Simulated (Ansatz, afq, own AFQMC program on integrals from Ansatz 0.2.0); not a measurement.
Two steps: Ansatz 0.2.0 writes the Fock matrix and Cholesky factors of the valence space, and afq projects on them the lowest state that overlaps trial and start.

```yaml
crystal:
  periodic: [false, false, false]
  atoms:
    - {symbol: Br, position_ang: [0.000000, 0.000000, -1.464000]}
    - {symbol: H, position_ang: [0.000000, 0.000000, 0.110000]}
    - {symbol: N, position_ang: [0.000000, 0.000000, 1.354000]}
basis:
  gaussian: {orbitals: cc-pVTZ}
magnetization: {spin_polarized: true, initial_magnetization: 3}
correlation: {method: ccsd_t, electrons: outside_noble_gas, hamiltonian_folder: ham}
```

```sh
$ ansatz run in.yaml --threads 1 --pin off --events-out ev --progress --plain --max-ram 15360MiB --backend cuda --devices 0, --max-vram 18GiB
```

Options of the walk:

```
--method phaseless --trial cisd --walkers 2600 --populations 20 --least-time 60 --time-step 0.005 --steps-per-block 50 --equilibration-blocks 28 --max-blocks 4000 --target-error 0.00021 --factor-cut 1e-05 --start spin_pure --seed 7743 --release-times 0.24,0.51,0.99,1.62,2.4 --release-step 0.03 --release-every 3 --taylor-order 6
```

Times are imaginary, in 1/Eh. The walk had a cap of 240 s. With eight or more populations the least sampling time is a fifth of least-time, and the error comes from their spread. Filled inner d shells are frozen with the cores.

Output of the walk:

```
orbitals 72  electrons 8 5  factors 477 of 538
reference energy -2627.40595200 Eh
CCSD correlation -0.32189784 Eh in 12 cycles, weight of the determinant in the CISD state 0.8764
energy of the start -2627.725726 Eh
 block  time / (1/Eh)  mean weight  energy / Eh
     1     0.250  1.0001  -2627.723543
     2     0.500  1.0001  -2627.728622
     3     0.750  0.9994  -2627.732349
     4     1.000  1.0002  -2627.734494
     5     1.250  1.0000  -2627.736864
     8     2.000  0.9994  -2627.739317
    11     2.750  0.9999  -2627.741078
    14     3.500  0.9998  -2627.740535
    17     4.250  1.0000  -2627.740229
    20     5.000  0.9998  -2627.741431
    23     5.750  1.0000  -2627.740744
    26     6.500  0.9997  -2627.740443
    29     7.250  1.0010  -2627.740766
    32     8.000  1.0002  -2627.741425
    35     8.750  1.0000  -2627.740895
    38     9.500  0.9997  -2627.740738
    41    10.250  0.9992  -2627.740878
    44    11.000  0.9997  -2627.739752
    47    11.750  1.0000  -2627.740885
    50    12.500  1.0003  -2627.740735
    51    12.750  1.0001  -2627.741469
    53    13.250  1.0000  -2627.741083
    56    14.000  1.0005  -2627.740117
    59    14.750  1.0003  -2627.739770
    62    15.500  1.0007  -2627.740448
    65    16.250  1.0001  -2627.740430
    68    17.000  0.9991  -2627.740490
    71    17.750  0.9999  -2627.739321
    74    18.500  1.0003  -2627.740581
    77    19.250  1.0001  -2627.739641
    78    19.500  1.0001  -2627.740216
error from the spread of 20 populations
released: time / (1/Eh)  energy / Eh  error  mean overlap
  0.24  -2627.740805  0.000128  0.9943
  0.51  -2627.741036  0.000194  0.9891
  0.99  -2627.741184  0.000186  0.9786
  1.62  -2627.741180  0.000250  0.9689
  2.40  -2627.741399  0.000342  0.9542
energy -2627.740446 +/- 0.000122 Eh
(rows thinned)
```

The run passed its tests (sampling time, drift between the halves within three errors, error under three times the target), which doesn't prove that it has relaxed.

Against this walk (error 3.3 meV) on the same determinant: CCSD(T) 29.2 meV higher, CCSDT(Q) 17.2 meV lower. The error is statistical and leaves out the bias of the constraint. Released to 1.62 1/Eh the energy lies 20 ± 8 meV (both errors) below the phaseless value, which shows part or all of the bias of the constraint, and CCSDT(Q) lies 2.8 meV above the released value.

Cautions: constraint bias not in the error; no relativity below Rb; no spin-orbit coupling; inner d shell frozen; lower spins were not checked.

The walk took 69 s on 1 × NVIDIA H100 80GB HBM3 with 2 threads of AMD EPYC 7R13 Processor (Zen 3), on a shared host (the card was shared). The log's last line is the phaseless energy.

CCSDT and higher add their correlation energy to the determinant of the CCSD(T) run, since their own runs factorise the integrals more tightly (a shift of under 2 meV). A walk keeps the symmetry of its determinant, which the program's search chose and which needn't be the lowest solution, so a lower state of the same spin and another symmetry isn't excluded.
